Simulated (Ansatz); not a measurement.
Take InAs in the zinc blende structure (space group F-43m, No. 216; a = 6.087 Å) as the base.

All numbers come from PBEsol (Ansatz, a first-principles code; PAW; 420 eV plane waves; no SOC), earlier PAW set.

It is then changed as follows: full substitution In → Al, then cell and atoms are relaxed.

Measured lattice parameter a: InAs 6.047 Å (static lattice; corrected from measurement; as listed in Daniel Mejia-Rodriguez, S. B. Trickey, Phys. Rev. B (2018)); AlAs 5.649 Å (static lattice; corrected from measurement; as listed in Daniel Mejia-Rodriguez, S. B. Trickey, Phys. Rev. B (2018)).

Task: How well does PBEsol reproduce the measured shift?

Result: With PBEsol the lattice parameter a moves by -0.413 Å (6.087 → 5.674) against -0.398 Å measured.

Stability against distortions was not tested. The final runs are not spin-polarised.
